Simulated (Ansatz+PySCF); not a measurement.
The numbers below are computed, except where a source is named.
## PySCF 2.14.0 run

```python
from pyscf import gto, scf, cc

mol = gto.M(atom="""
Li 0.000000 0.000000 0.000000
F 0.000000 0.000000 3.750000
""", basis='6-31g', charge=0, spin=0)
mf = scf.UHF(mol)
mf.kernel()
mycc = cc.CCSD(mf, frozen=2).run()
et = mycc.ccsd_t()
print(mf.e_tot, mycc.e_corr, et, mycc.e_tot + et)
```

The script is written out from the run's settings.

The run gave:

| Item | Value |
| --- | --- |
| Converged | yes |
| Reference energy | -106.74504 hartree |
| CCSD correlation energy | -0.14227 hartree |
| Triples correction | -0.01564 hartree |
| Total energy | -106.90295 hartree |
| Spin squared of the determinant | 0.000 |

The reference isn't the lowest determinant (another lies 1.30 eV lower), but the same method gives a higher total on the lower determinant. Caution: large amplitudes, a single reference is doubtful.
